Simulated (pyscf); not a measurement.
Structures and frequencies: ωB97X-D3(BJ)/def2-SVP in PySCF. MP2 and CC: frozen core, UHF for open shells. ΔMP2 is the change of the MP2 total energy from the triple- to the quadruple-zeta basis.

SMILES: C(Cl)#C
```xyz
4

C     -1.5066     0.2123    -0.1650
C     -0.9736    -0.8255     0.1440
Cl    -0.2465    -2.2411     0.5654
H     -1.9816     1.1372    -0.4407
```
Charge 0, spin multiplicity 1.

Q: How much does it cost (ΔH, 298 K, CCSD(T)/def2-TZVPP + ΔMP2(QZVPP)) to split HC≡C–Cl (SMILES C#CCl) at its C–Cl bond into •C≡CH + Cl•?

A: C–Cl to •C≡CH + Cl•: 110.2 kcal/mol. The radicals are drawn with the spin at the cut bond; how far it spreads was not checked. The CCSD(T) − MP2 part came from Ansatz, without density fitting, on the same reference. An open-shell T1 diagnostic exceeds 0.045. A UHF reference is spin-contaminated (<S²> up to 1.15), which harms MP2 most. Left out: the spin-orbit lowering of Cl. C₂H has a Π state close over its Σ ground state, and the state reached was not checked.
